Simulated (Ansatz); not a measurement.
# CHB (singlet): wave-function methods side by side at distance B1–H3 = 2.158 Å, 6-31G

An exercise on one series of results from a longer session: the logs are not shown, and one member is left open.

Program: Ansatz 0.2.0, Gaussian basis. Level of theory: 6-31G, core rule «outside noble gas», up to 2 orbitals frozen. These are calculated values, not measurements.

Plan: UHF; CCSD(T) on RHF; CCSD(T) on UHF; BCCD(T) on RHF; CISD; CCSDT(Q) on RHF; CCSDT(Q) on UHF; CISDTQ; CCSDTQ on RHF; CCSDTQ on UHF; CASSCF and MRCISD+Q, 2 electrons in 2 orbitals; CASSCF and NEVPT2, 2 electrons in 2 orbitals; CASSCF and MRCISD+Q, 8 electrons in 9 orbitals; CASSCF and NEVPT2, 8 electrons in 9 orbitals; Full CI.

18 further runs of the same task are left out: 3 for a known fault of the program, 11 that didn't finish, 4 set aside as unsound or not needed.

### The system

The geometry derives from a PBE0/def2-TZVP stationary point (not a proven minimum). One bond is set to the value named and the two fragments are kept rigid.

3 atoms, charge 0, spin multiplicity 1.

Atoms are counted from 1 here; the program's logs count them from 0.

Bond lengths: B1–C2 1.464 Å.

The first run:

in.yaml reads:

```yaml
crystal:
  periodic: [false, false, false]
  atoms:
    - {symbol: B, position_ang: [0.000000, 0.000000, -0.231281]}
    - {symbol: C, position_ang: [0.000000, 0.000000, -1.695438]}
    - {symbol: H, position_ang: [0.000000, 0.000000, 1.926719]}
basis:
  gaussian: {orbitals: 6-31G}
magnetization: {spin_polarized: true, initial_magnetization: 0}
hamiltonian: {xc: hf}
output: {orbitals: {seedname: orbitals}}
```

The run is started by

```bash
ansatz run in.yaml --threads 1 --pin off --events-out ev --progress --plain --max-ram 2393MiB
```

Steps of the session up to this table: UHF; CCSD(T) on RHF; CCSD(T) on UHF; BCCD(T) on RHF; CISD; CCSDT(Q) on RHF; CCSDT(Q) on UHF; CISDTQ; CCSDTQ on RHF; CCSDTQ on UHF; CASSCF and MRCISD+Q, 2 electrons in 2 orbitals; CASSCF and NEVPT2, 2 electrons in 2 orbitals; CASSCF and MRCISD+Q, 8 electrons in 9 orbitals; CASSCF and NEVPT2, 8 electrons in 9 orbitals; Full CI.

One of the session's tables, all rows but one given; the rest of the session is left out.

```
          method  from FCI (kJ/mol)
             RHF             +498.6
            RMP2             +160.6
            CISD              +81.0
           RCCSD              +33.4
        RCCSD(T)                  ?
         BCCD(T)              +13.0
          RCCSDT               +7.2
          CISDTQ              +10.6
       RCCSDT(Q)               +3.7
         RCCSDTQ               +0.6
  CASSCF valence              +95.2
  NEVPT2 valence              +26.2
  MRCISD valence               +2.4
MRCISD+Q valence               +0.5
             FCI                  0
```

Estimate the missing values for RCCSD(T).

The run gave: from FCI (kJ/mol): +12.9. In the column «from FCI (kJ/mol)» it lies between CISDTQ (+10.6) and BCCD(T) (+13.0).

Among the levels timed on like hardware and quicker than the yardstick, those that no quicker one beats, quickest first: CISD (0.3 s, +81.0 kJ/mol); RCCSD(T) (0.45 s, +12.9 kJ/mol); RCCSDT(Q) (0.99 s, +3.7 kJ/mol); MRCISD+Q valence (6 s, +0.5 kJ/mol).

Not comparable, so not listed: CASSCF and MRCISD+Q, 2 electrons in 2 orbitals (they don't share determinant, frozen orbitals or solution with the rows shown, or repeat one).

Caveats from the session: The report flags that the cluster equations may have other roots. The yardstick is full CI for this spin, exact in this basis with these frozen cores. Left out of the table: CASSCF pair, NEVPT2 pair (the active space lost an orbital or holds another state than full CI finds). Left out of the table: UHF, UMP2, UCCSD, UCCSD(T), UCCSDT, UCCSDT(Q), UCCSDTQ (another determinant or state than the rows shown). The program flags RCCSDTQ as in doubt, so those rows may rest on another solution; read them beside their warnings. Of the multireference levels listed MRCISD+Q valence comes nearest in total energy (+0.5 kJ/mol), which doesn't show that its space is the better one. Warnings in the runs' records: large difference, other roots, passed over end.
